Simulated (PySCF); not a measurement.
**C2H5S−, a complex of two parts: interaction energy**

What interaction energy should one expect for `C=C` with `[SH-]`?

Programs: PySCF 2.14.0. All values are calculated, for the isolated system unless a continuum is named. Atoms count from 0, parts from 1.

## (1) The system as given

8 atoms, charge -1, multiplicity 1; geometry: GFN2-xTB. Parts: 1 = atoms 0–5, `C=C`, charge 0; 2 = atoms 6–7, `[SH-]`, charge -1.

## (2) Geometry optimisation at PBE0-D3(BJ)/def2-SVPD

What the job is given:

```
{"job": {"xc": "PBE0", "basis": "def2-SVPD", "d3": "d3bj", "grid": 2, "kind": "geom", "shake": 0.01}, "charge": -1, "multiplicity": 1, "parts": [{"atoms": "0-5", "charge": 0, "multiplicity": 1}, {"atoms": "6-7", "charge": -1, "multiplicity": 1}]}
C     -0.633165     0.021348     0.070455
C      0.601299    -0.125329    -0.277466
H     -1.211602     0.946616    -0.188422
H     -1.188296    -0.698012     0.606057
H      1.137248    -1.033618    -0.034272
H      1.176346     0.639200    -0.816175
S      2.605891     2.127174    -1.916407
H      1.715530     2.404775    -2.874803
```

Started as:

```sh
> OMP_NUM_THREADS=1 python cluster_run.py task.json out
```

This one command runs all jobs of the session in turn.

**Question.** The jobs that follow are: CCSD(T)/aug-cc-pVDZ and MP2/aug-cc-pVTZ counterpoise interaction energy, frozen core, gas phase. Predict: point group; rotational constants (main isotopes); interaction energy, CCSD(T) limit estimate; MP2/aug-cc-pVTZ; T1 diagnostic.

**Answer**, as computed:

| quantity | value |
| --- | --- |
| point group | C1 |
| rotational constants (main isotopes) | 40.45, 1.87, 1.80 GHz |
| interaction energy, CCSD(T) limit estimate | -4.76 kcal/mol |
| MP2/aug-cc-pVTZ | -4.74 kcal/mol |
| T1 diagnostic | 0.0116 |

Relaxing lowered the energy by 0.153 eV in 5 steps; the bond of the start that moved most is C0–C1, from 1.291 to 1.333 Å. The estimate adds CCSD(T) less MP2 in the small basis (+0.20 kcal/mol) to extrapolated MP2. Hartree-Fock gives -2.48 against -4.76 kcal/mol.
